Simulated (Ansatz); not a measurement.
# C5H6O: one species, many methods

The task here is to estimate one member of a computed series from the others.

Program: Ansatz 0.2.0, Gaussian basis. Level of theory: functionals in def2-TZVPP, the program's frozen cores in correlated methods. These are calculated values, not measurements.

The runs, in order: PBE-D4, r2SCAN-D4, PBE0-D4, B3LYP-D4, ωB97X-V, ωB97M-V, B2PLYP; CCSD(T)/def2-TZVPP; MP2/def2-QZVPP; extrapolation to the limit.

## The relaxed structure

The geometry comes from an earlier relaxation with PBE0-D4 in a triple-zeta def2 set; it is a stationary point, not always the lowest conformer.

SMILES `CC(C)=C=C=O`, 12 atoms, charge 0, spin multiplicity 1.

Atoms are counted from 1 here; the program's logs count them from 0.

Bond lengths: C1–C2 1.496 Å, C1–H7 1.095 Å, C1–H8 1.095 Å, C1–H9 1.088 Å, C2–C3 1.493 Å, C2–C4 1.330 Å, C3–H10 1.087 Å, C3–H11 1.095 Å, C3–H12 1.095 Å, C4–C5 1.285 Å, C5–O6 1.167 Å. Angles: C2–C1–H7 110.0°, C2–C1–H8 110.0°, C2–C1–H9 111.9°, H7–C1–H8 106.3°, H7–C1–H9 109.2°, H8–C1–H9 109.3°, C1–C2–C3 115.5°, C1–C2–C4 123.1°, C3–C2–C4 121.4°, C2–C3–H10 111.6°, C2–C3–H11 110.1°, C2–C3–H12 110.1°, H10–C3–H11 109.3°, H10–C3–H12 109.3°, H11–C3–H12 106.2°, C2–C4–C5 149.5°, C4–C5–O6 171.3°.

The first run:

File in.yaml:

```yaml
crystal:
  periodic: [false, false, false]
  atoms:
    - {symbol: C, position_ang: [-0.724446, -0.612307, 0.979066]}
    - {symbol: C, position_ang: [0.104907, 0.015111, -0.096222]}
    - {symbol: C, position_ang: [1.208201, -0.834073, -0.636075]}
    - {symbol: C, position_ang: [-0.110178, 1.245836, -0.553477]}
    - {symbol: C, position_ang: [-0.789775, 2.335663, -0.521391]}
    - {symbol: O, position_ang: [-1.298199, 3.381489, -0.619258]}
    - {symbol: H, position_ang: [-0.089475, -0.888846, 1.827715]}
    - {symbol: H, position_ang: [-1.170616, -1.543407, 0.613495]}
    - {symbol: H, position_ang: [-1.513134, 0.052726, 1.323604]}
    - {symbol: H, position_ang: [1.768500, -0.317406, -1.411803]}
    - {symbol: H, position_ang: [0.801447, -1.766319, -1.042810]}
    - {symbol: H, position_ang: [1.889868, -1.123768, 0.171055]}
basis:
  gaussian: {orbitals: def2-TZVPP}
hamiltonian: {xc: pbe, dispersion: d4}
output: {forces: true, orbitals: {seedname: orbitals}}
```

The run is started by

```bash
$ ansatz run in.yaml --threads 4 --pin off --events-out ev --progress --plain --max-ram 10444MiB
```

Among the steps run: PBE-D4 (GGA); r2SCAN-D4 (meta-GGA); PBE0-D4 (hybrid); B3LYP-D4 (hybrid); ωB97X-V (range-separated); ωB97M-V (range-separated); B2PLYP (double hybrid); CCSD(T) in def2-TZVPP; MP2 in def2-QZVPP.

One of the session's tables, all rows but one given; the rest of the session is left out.

```
            method  atomisation energy (kcal/mol)
            PBE-D4                         1315.9
         r2SCAN-D4                         1276.8
           PBE0-D4                         1281.0
          B3LYP-D4                         1269.2
           ωB97X-V                              ?
           ωB97M-V                         1266.8
            B2PLYP                         1257.6
     HF/def2-TZVPP                          910.1
    MP2/def2-TZVPP                         1262.9
   CCSD/def2-TZVPP                         1204.3
CCSD(T)/def2-TZVPP                         1229.7
           MP2/CBS                         1292.9
       CCSD(T)/CBS                         1259.7
```

Estimate the missing values for ωB97X-V.

The run gave: atomisation energy (kcal/mol): 1262.3. In the column «atomisation energy (kcal/mol)» it lies between CCSD(T)/CBS (1259.7) and MP2/def2-TZVPP (1262.9).

To keep in mind: Free atoms (5 C, 1 O, 6 H) were run apart at each level; the atomisation energy is their sum less the molecule, without zero-point or spin-orbit terms.
